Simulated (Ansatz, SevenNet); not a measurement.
Trigonal Se: properties by level of theory

Reference values: lattice constant a 4.365 Å (measured, 293 K, not corrected to a static lattice; as tabulated in Wikipedia's data pages); lattice parameter c 4.958 Å (measured, 293 K, no zero-point or thermal correction; as tabulated in Wikipedia's data pages).

```csv
level (code),lattice constant a (Å),c axis length (Å)
SevenNet-0,4.837,?
r²SCAN-D4 (Ansatz),?,5.013
HSE06 (Ansatz),4.859,?
```

Task: Complete the blanks.

Result: 
- SevenNet-0, c axis length (Å): 5.061
- r²SCAN-D4 (Ansatz, an electronic-structure program), lattice constant a (Å): 4.362
- HSE06 (Ansatz), c axis length (Å): 4.886

Differences from the reference values (errors of the level alone only where the reference is corrected to a static lattice):

```
level       lattice constant a (%)  lattice parameter c (%)
----------  ----------------------  -----------------------
SevenNet-0                   +10.8                    +2.08
r²SCAN-D4                    -0.07                    +1.11
HSE06                        +11.3                    -1.45
```

Nearest: lattice constant a, not ranked (reference at room or unstated temperature); lattice parameter c, not ranked (reference at room or unstated temperature).

Machine-learned potentials (SevenNet-0) are trained on DFT data: a solid inside that data is no test of them.

Caveats: the cell comes from a level without a dispersion term, which matters for the spacing of layers, chains or molecules (HSE06); the cell moved over 20 % in volume from its start (SevenNet-0). Ansatz's density-functional and Hartree–Fock values are scalar-relativistic unless marked +SOC, with PAW data made under PBE.

Differences are worked out from the printed values.

Static lattice: no zero-point or thermal effects.
